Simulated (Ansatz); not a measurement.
We consider YF3 (Pnma, No. 62), described by PBEsol+SOC in Ansatz (PAW).

Numerical settings: plane-wave cutoff 520 eV, 6×6×8 k mesh (along the axes of the cell as run), Fermi–Dirac smearing 0.01 eV, PAW data made under PBE.

Cell (measured lattice):

YF₃ is taken in the orthorhombic space group Pnma (No. 62), Pearson symbol oP16. Lattice parameters: a = 6.3537 Å, b = 6.8545 Å, c = 4.3953 Å, α = β = γ = 90.00°. Y on 4c is coordinated by 8 F at 2.281–2.310 Å and 1 F at 2.538 Å. F1 on 4c sees 2 Y at 2.282–2.287 Å and 1 Y at 2.538 Å. F2 on 8d is surrounded by 3 Y at 2.281–2.310 Å (trigonal planar). (Neighbours: up to the widest gap in distance over summed covalent radii, below 1.35, at either atom; cation-cation and far metal-metal contacts left out.)

**Question.** Estimate the band gap, smallest direct gap on the k points sampled and Γ–Γ gap that the calculation returns.

**Answer.** 
- band gap = 7.79 eV
- smallest direct gap on the k points sampled = 7.80 eV
- Γ–Γ gap = 7.84 eV

Note: cell and atoms aren't relaxed at this level (largest force component 0.07 eV/Å, pressure -1.4 GPa).

Static lattice: no zero-point or thermal effects.

Ansatz is a first-principles code.
